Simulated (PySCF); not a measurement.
# Al2⁻ at other levels of theory

Aim: see what other levels and later steps give for Al2⁻.

Computed with PySCF 2.14.0. Level: each script names its method and basis.

1 further run of the same task is left out (it didn't finish).

## Step 1: The system as given

Al2⁻: 2 atoms, charge -1, spin multiplicity 2.

Bond lengths: Al1–Al2 2.365 Å.

## Step 2: The run that the others are compared with

Input file input.py:

```python
from pyscf import gto, scf, cc

mol = gto.M(
    atom='Al 0 0 0; Al 0 0 2.365',
    basis='6-31g',
    charge=-1,
    spin=1,
    verbose=4,
)
mf = scf.UHF(mol)
mf.kernel()
mycc = cc.CCSD(mf, frozen=10)
mycc.kernel()
mf.dip_moment()
print('orbital energies (hartree):', [e[max(0, n-3):n+3].round(4) for e, n in zip(mf.mo_energy, mol.nelec)])
```

Run with:

```
OMP_NUM_THREADS=1 python input.py
```

## Step 3: CCSD(T)

Variant 1 changes step after the SCF: ccsd → ccsd(t); frozen orbitals: 10 → none.

Changes to input.py since step 2:

```diff
@@ -11,4 +11,5 @@
 mf.kernel()
-mycc = cc.CCSD(mf, frozen=10)
+mycc = cc.CCSD(mf)
 mycc.kernel()
+mycc.ccsd_t()
 mf.dip_moment()
```

## Step 4: Hcth407 (UKS)

Variant 2 changes functional: none (Hartree–Fock) → hcth407; SCF type: UHF → UKS; step after the SCF: ccsd → analyze.

Input file input.py:

```python
from pyscf import gto, dft

mol = gto.M(
    atom='Al 0 0 0; Al 0 0 2.365',
    basis='6-31g',
    charge=-1,
    spin=1,
    verbose=4,
)
mf = dft.UKS(mol, xc='hcth407')
mf.kernel()
mf.analyze()
print('orbital energies (hartree):', [e[max(0, n-3):n+3].round(4) for e, n in zip(mf.mo_energy, mol.nelec)])
```

## Step 5: Olyp (UKS)

Variant 3 changes functional: none (Hartree–Fock) → olyp; SCF type: UHF → UKS; step after the SCF: ccsd → analyze.

Input file input.py:

```python
from pyscf import gto, dft

mol = gto.M(
    atom='Al 0 0 0; Al 0 0 2.365',
    basis='6-31g',
    charge=-1,
    spin=1,
    verbose=4,
)
mf = dft.UKS(mol, xc='olyp')
mf.kernel()
mf.analyze()
print('orbital energies (hartree):', [e[max(0, n-3):n+3].round(4) for e, n in zip(mf.mo_energy, mol.nelec)])
```

## Step 6: Population analysis

Variant 4 changes step after the SCF: ccsd → analyze.

Input file input.py:

```python
from pyscf import gto, scf

mol = gto.M(
    atom='Al 0 0 0; Al 0 0 2.365',
    basis='6-31g',
    charge=-1,
    spin=1,
    verbose=4,
)
mf = scf.UHF(mol)
mf.kernel()
mf.analyze()
print('orbital energies (hartree):', [e[max(0, n-3):n+3].round(4) for e, n in zip(mf.mo_energy, mol.nelec)])
```

**Question.** What will these runs give? Wanted: for each run, E(SCF); from base; gap, α spin; after the SCF.

**Answer**, as computed:

| run | E(SCF) (hartree) | from base (eV) | cycles | gap, α spin (eV) | after the SCF |
| --- | --- | --- | --- | --- | --- |
| base | -483.703229 | 0 | 9 | 4.89 | CCSD correlation -2.722 eV, core frozen |
| CCSD(T) | -483.703229 | 0.0000 | 9 | 4.89 | CCSD(T) correlation -3.038 eV |
| hcth407 (UKS) | -484.796927 | not comparable | 37 | 0.01 | n/a |
| olyp (UKS) | -484.762431 | not comparable | 45 | 0.87 | n/a |
| population analysis | -483.703229 | 0.0000 | 9 | 4.89 | n/a |

**Reading.** A lower total energy from another functional means nothing by itself. The dearest run is “olyp (UKS)”, at 3.5 s against 0.68 s.
